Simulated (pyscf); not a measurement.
9 silicon, germanium or tin steps of one kind (four-centre exchange, closed-shell): reaction energy in kcal/mol, from the separated reactants or the lowest minimum found. Single points on ωB97X-D3(BJ)/def2-SVP structures (PySCF, gas phase). Functionals in def2-TZVP; the last column is ωB97M-D3(BJ)/def2-TZVP. Rows were drawn at random from the steps of this kind and element class whose saddle was verified and whose references are stable.

```csv
step,PBE,M06-2X,r²SCAN,ωB97M-D3(BJ)
`[NH2][SiH3]` + `[FH]` → `[NH2][SiH2][F]` + `[H][H]`,-32.9,-36.2,-35.6,-34.0
`[NH2][SiH]` [singlet] + `[OH2]` → `[NH2][Si][OH]` [singlet] + `[H][H]`,-26.8,-30.1,-29.1,-27.9
`[F][GeH2][F]` + `[FH]` -> `[F][GeH]([F])[F]` + `[H][H]`,-12.6,-17.1,-15.0,-12.4
`[F][SiH]([F])[F]` + `[OH2]` -> `[OH][Si]([F])([F])[F]` + `[H][H]`,-20.8,-25.9,-24.6,-22.5
`[SiH4]` + `[CH]#[CH]` → `[CH]#[C][SiH3]` + `[H][H]`,-3.6,-4.4,-4.7,-2.9
`[OH][SiH2][OH]` + `[OH][SiH3]` -> `[OH][SiH2][O][SiH2][OH]` + `[H][H]`,-22.8,-29.5,-26.9,-26.1
`[SiH3][I]` + `[OH2]` → `[OH][SiH2][I]` + `[H][H]`,-17.7,-21.2,-20.3,-18.7
`[Cl][SiH2][Cl]` + `[ClH]` -> `[Cl][SiH]([Cl])[Cl]` + `[H][H]`,-18.3,-20.1,-20.1,-18.5
`[SiH3][SeH]` + `[SeH2]` -> `[SeH][SiH2][SeH]` + `[H][H]`,-11.0,-12.4,-11.9,-9.8
```

Differences from the last column (kcal/mol): PBE: mean +0.7, median +1.0, mean size 1.2, lower in 3 of 9; M06-2X: mean -2.7, median -2.5, mean size 2.7, lower in 9 of 9; r²SCAN: mean -1.7, median -1.7, mean size 1.7, lower in 9 of 9. PBE is closest for row 8 (0.2 kcal/mol apart) and farthest for row 6 (3.3 kcal/mol). PBE, r²SCAN and M06-2X carry no added dispersion term. The last column is a level with limits of its own. Elements up to Kr have no core potential and no relativistic terms here. Elements past Kr carry the def2 core potentials, without spin-orbit coupling.
